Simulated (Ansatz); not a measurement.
Cost and result up the ladder for Si(NH2)H3 (SiNH₅) (7 atoms). Total charge 0; singlet. Geometry: PBE0-D4/def2-TZVP.

| atom | x (Å) | y (Å) | z (Å) |
| --- | --- | --- | --- |
| Si1 | -0.451 | -0.378 | -0.298 |
| N2 | 0.587 | 0.704 | 0.545 |
| H3 | 1.141 | 1.368 | 0.028 |
| H4 | 1.086 | 0.385 | 1.360 |
| H5 | -1.248 | 0.416 | -1.268 |
| H6 | -1.341 | -1.028 | 0.699 |
| H7 | 0.226 | -1.467 | -1.066 |

Ansatz on 4 threads of Arm Neoverse V2 on a shared host. Times are rough, and most runs start from the orbitals of an earlier one. PBE0-D4/def2-TZVP serves as the yardstick here, not as an exact answer. Differences are given only for rows in sets of like size (and for xTB, whose basis is part of the method), since another set adds its own error. Binding counts from free atoms at the same level (Si triplet, N quartet, H doublet; other spins of the atoms weren't run), without zero-point energy or a counterpoise term.

LC-ωPBE has ω = 0.4 bohr⁻¹. HSE06 is defined as in plane-wave codes, on full-range PBE exchange. Correlated methods freeze 6 core orbitals.

Correlated methods converge slowly with the basis.

| level | functions | wall time |
| --- | --- | --- |
| PBE0-D4/def2-SVP | 57 | 0.25 s |
| MP2/def2-TZVP | 98 | 0.25 s |
| PBE-D4/def2-TZVP | 98 | 0.35 s |
| revPBE-D4/def2-TZVP | 98 | 0.35 s |
| PBE0-D4/def2-TZVP | 98 | 0.45 s |
| HSE06-D4/def2-TZVP | 98 | 0.45 s |
| BHLYP-D4/def2-TZVP | 98 | 0.45 s |
| PBE-D4/def2-TZVPD | 125 | 0.5 s |
| LC-ωPBE/def2-TZVP | 98 | 0.5 s |
| r2SCAN-D4/def2-TZVP (with forces) | 98 | 0.9 s |
| r2SCAN-D4/def2-TZVPD | 125 | 1 s |
| B97M-V/def2-TZVP | 98 | 1.4 s |
| CCSD(T)/def2-TZVPD | 125 | 2.1 s |
| CCSD(T)/def2-TZVPP | 143 | 3.2 s |

(1) Estimate what each level gives for the binding energy per atom (eV).

## Answers

(1) 
| level | binding energy per atom (eV) | difference from PBE0-D4/def2-TZVP (eV) |
| --- | --- | --- |
| PBE0-D4/def2-SVP | 3.12 | – |
| MP2/def2-TZVP | 3.04 | -0.11 |
| PBE-D4/def2-TZVP | 3.18 | 0.03 |
| revPBE-D4/def2-TZVP | 3.13 | -0.02 |
| PBE0-D4/def2-TZVP | 3.15 | 0.00 |
| HSE06-D4/def2-TZVP | 3.15 | 0.00 |
| BHLYP-D4/def2-TZVP | 3.15 | 0.00 |
| PBE-D4/def2-TZVPD | 3.19 | 0.04 |
| LC-ωPBE/def2-TZVP | 3.16 | 0.01 |
| r2SCAN-D4/def2-TZVP (with forces) | 3.17 | 0.02 |
| r2SCAN-D4/def2-TZVPD | 3.17 | 0.02 |
| B97M-V/def2-TZVP | 3.20 | 0.04 |
| CCSD(T)/def2-TZVPD | 3.07 | -0.08 |
| CCSD(T)/def2-TZVPP | 3.12 | -0.03 |
